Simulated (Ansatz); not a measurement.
# SiHF₂ radical (SMILES F[SiH]F): a relaxed scan of the bond length F1–Si2

Aim: the energy along the bond length F1–Si2, from CCSD(T) and from cheaper methods, relative to the minimum. At each value the rest of the molecule is relaxed at PBE0-D4 with the distance held.

The runs use Ansatz 0.2.0, Gaussian basis; single points in def2-TZVPP.

Levels: PBE-D4, r2SCAN-D4, PBE0-D4, B3LYP-D4, wB97M-V, Hartree-Fock, MP2, CCSD, CCSD(T). The scan takes 1.369, 1.416, 1.484, 1.565, 1.653, 1.749, 1.851, 1.958, 2.069 Å.

Cores are frozen in the correlated methods. Orbitals are unrestricted. B3LYP uses VWN-RPA correlation.

27 further runs of the same task are left out: 27 set aside as unsound or not needed.

### Step 1. The system as given

SMILES `F[SiH]F`, 4 atoms, charge 0, spin multiplicity 2.

Atoms are counted from 1 here; the program's logs count them from 0.

Bond lengths: F1–Si2 1.606 Å, Si2–F3 1.606 Å, Si2–H4 1.439 Å. Angles: F1–Si2–F3 100.4°, F1–Si2–H4 108.7°, F3–Si2–H4 108.6°.

Coordinates:

```xyz
4
charge 0, multiplicity 2
F     1.2269    0.6530   -0.4103
Si   -0.0281   -0.3429   -0.3011
F    -1.2342    0.7162   -0.2528
H     0.0353   -1.0263    0.9641
```

### Step 2. Relaxation at PBE0-D4

The input, relax/in.yaml:

```yaml
crystal:
  periodic: [false, false, false]
  atoms:
    - {symbol: F, position_ang: [1.226950, 0.652980, -0.410280]}
    - {symbol: Si, position_ang: [-0.028060, -0.342890, -0.301090]}
    - {symbol: F, position_ang: [-1.234200, 0.716240, -0.252780]}
    - {symbol: H, position_ang: [0.035310, -1.026330, 0.964150]}
basis:
  gaussian: {orbitals: def2-TZVP}
magnetization: {spin_polarized: true, initial_magnetization: 1}
hamiltonian: {xc: pbe0, dispersion: d4}
relax: {f_tol: 0.005, max_steps: 200}
```

No record of the launch command was kept for these runs.

The runs that follow: Reference energies at the minimum; F1–Si2 = 1.369 Å; F1–Si2 = 1.416 Å; F1–Si2 = 1.484 Å; F1–Si2 = 1.565 Å; F1–Si2 = 1.653 Å; F1–Si2 = 1.749 Å; F1–Si2 = 1.851 Å; F1–Si2 = 1.958 Å; F1–Si2 = 2.069 Å.

Q: Predict the outcome of this session. Wanted: highest point, CCSD(T); lowest point, CCSD(T); minimum along the scan, CCSD(T); RMS deviation from CCSD(T); largest T1 diagnostic.

As calculated:

```
                       quantity                                                                                                 value
         highest point, CCSD(T)                                                                                   1785 meV at 2.069 Å
          lowest point, CCSD(T)                                                                                      0 meV at 1.592 Å
minimum along the scan, CCSD(T)                                                                                               1.590 Å
                curvature there                                                                                            34.9 eV/Å²
     RMS deviation from CCSD(T)  PBE-D4 169, r2SCAN-D4 43, PBE0-D4 28, B3LYP-D4 79, wB97M-V 52, Hartree-Fock 189, MP2 14, CCSD 36 meV
          largest T1 diagnostic                                                                                                 0.019
```

**Reading.** A polynomial through the near points puts the CCSD(T) minimum 0.002 Å below the PBE0-D4 value. The well is lopsided: squeezing costs more than stretching by the same length. Curvature against CCSD(T): PBE-D4 -14 %, Hartree-Fock +14 %. MP2 follows the CCSD(T) curve best and Hartree-Fock worst.
